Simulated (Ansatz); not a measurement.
C8H18 can be A, `CCC(CC)C(C)C`, or B, `CCC(C)(CC)CC`.

Computed with Ansatz on PBE0-D4/def2-TZVP structures; ΔE is electronic, products minus reactants. CBS: MP2 limit from def2 TZ/QZ plus the TZ coupled-cluster correction, frozen cores. Functionals use def2-TZVPP. Each species was taken in one conformer, which may not be the lowest.

(1) Which isomer does CCSD(T)/CBS put lower? Give the gap. (Estimate.)

(2) Give E(B) − E(A) in kJ/mol with ωB97M-V, PBE-D4, PBE0-D4, CCSD/def2-TZVPP, MP2/def2-TZVPP, r2SCAN-D4, CCSD(T)/def2-TZVPP. (Estimate.)

Largest T1 diagnostic: 0.009.

## Answers

(1) The calculation gave: B, by 5.4 kJ/mol.

(2) Ansatz gave: ωB97M-V -5.4, PBE-D4 -4.0, PBE0-D4 -4.1, CCSD/def2-TZVPP -4.6, MP2/def2-TZVPP -7.5, r2SCAN-D4 -4.7, CCSD(T)/def2-TZVPP -5.7. None reverses the order clearly.

In def2-TZVPP, CCSD(T) changes the Hartree–Fock value by −6.7 kJ/mol (the triples alone add −1.0 kJ/mol) and MP2 by −8.5 kJ/mol. The D4 term adds −4.0 kJ/mol with B3LYP and −2.2 kJ/mol with PBE0; it sums over pairs of atoms, weighted by their polarisabilities, and B3LYP, whose exchange is more repulsive, gets the larger term.

B3LYP here is the variant with VWN-RPA as its local correlation; programs differ in this.
